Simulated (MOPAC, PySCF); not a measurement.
CH₄, SMILES `C`, neutral singlet in the gas phase. 

Z-matrix (Å, degrees):
```
C
H 1 1.0892
H 1 1.0892 2 109.47
H 1 1.0892 2 109.47 3 -120.00
H 1 1.0892 2 109.47 3 120.00
```
Charge 0, spin multiplicity 1.

All levels are single points at this geometry (B3LYP-D3(BJ)/def2-TZVP); Pople sets use spherical d functions. Orbital energies aren't observables, and empty levels follow the basis.

B3LYP/6-31G* in PySCF gives HOMO (eV) = -10.61.

Estimate the HOMO (eV) from each of these levels: B3LYP-D3(BJ)/def2-TZVP in PySCF; PBE-D3(BJ)/def2-TZVP in PySCF; BP86/6-31G* in PySCF; M06-2X/6-31G* in PySCF; AM1 in MOPAC.


```json
[
 {"level": "B3LYP-D3(BJ)/def2-TZVP in PySCF", "HOMO (eV)": "-10.76"},
 {"level": "PBE-D3(BJ)/def2-TZVP in PySCF", "HOMO (eV)": "-9.44"},
 {"level": "BP86/6-31G* in PySCF", "HOMO (eV)": "-9.38"},
 {"level": "M06-2X/6-31G* in PySCF", "HOMO (eV)": "-12.33"},
 {"level": "AM1 in MOPAC", "HOMO (eV)": "-13.43"}
]
```
